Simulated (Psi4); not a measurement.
Psi4 input (wB97X-D/6-31G*):

```
memory 1500 MB

molecule {
-1 1
S    -0.00339682   -0.00829351    1.17788329
C     0.00170050    1.27084117   -0.10510870
C    -0.00115788   -1.20666460   -0.05900771
C     0.00485736    0.80468746   -1.38105410
C     0.00306320   -0.63891180   -1.30946501
H     0.00173214    2.28649150    0.27241401
H    -0.00306457   -2.25722682    0.20206005
H     0.00490248   -1.27628193   -2.19279362
symmetry c1
no_reorient
no_com
}

set {
  basis 6-31G*
  reference rks
  scf_type pk
  dft_radial_points 99
  dft_spherical_points 590
  e_convergence 1e-8
  d_convergence 1e-7
  maxiter 150
}

e = energy('wb97x-d')
print_out(f'\nFINAL {e:.10f} DIPOLE {variable("CURRENT DIPOLE")[0]:.6f} {variable("CURRENT DIPOLE")[1]:.6f} {variable("CURRENT DIPOLE")[2]:.6f}\n')
```

Question: Predict the final energy.

Answer: -552.26455 Eh.
